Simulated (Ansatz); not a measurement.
in.yaml

```yaml
crystal:
  periodic: [false, false, false]
  atoms:
    - {symbol: C, position_ang: [0.000030, -0.189453, 1.415030]}
    - {symbol: Ga, position_ang: [-0.000032, -0.123146, -0.547488]}
    - {symbol: Ga, position_ang: [-0.000008, -0.105490, -3.191181]}
    - {symbol: H, position_ang: [0.000010, 0.418089, 2.323639]}
basis:
  gaussian: {orbitals: cc-pVDZ}
magnetization: {spin_polarized: true, initial_magnetization: 5}
hamiltonian: {xc: {name: PBE}}
output: {orbitals: {seedname: orbitals}}
```

```sh
$ ansatz run in.yaml --threads 1 --pin off --events-out ev --progress --plain --max-ram 2393MiB
```

The program prints:

```
994 factors; their error is unknown
mean field evaluation 1: about -105781.0052 eV, gradient 2.1e1 eV
mean field evaluation 2: about -105757.0795 eV, gradient 5.2e1 eV
mean field evaluation 4: about -105782.0483 eV, gradient 1.2e1 eV
mean field evaluation 8: about -105783.9264 eV, gradient 1.7e-1 eV
mean field evaluation 16: about -105783.9068 eV, gradient 1.3e-4 eV
mean field -105783.90678972 eV, -3887.4868716149 hartree, gradient 2.2e-5 eV, S^2 8.757995; 0 other end points of the search recorded, 0 dependent functions left out
reference -105783.90682783 eV, -3887.4868730154 hartree; 37, 32 occupied and 36, 41 virtual orbitals, 994 factors
Total energy: -105783.90682783 eV, -3887.4868730154 hartree
```

Ran on 1 thread of Arm Neoverse N1, shared host: 4.9 s wall, 0.14 GiB peak host memory.
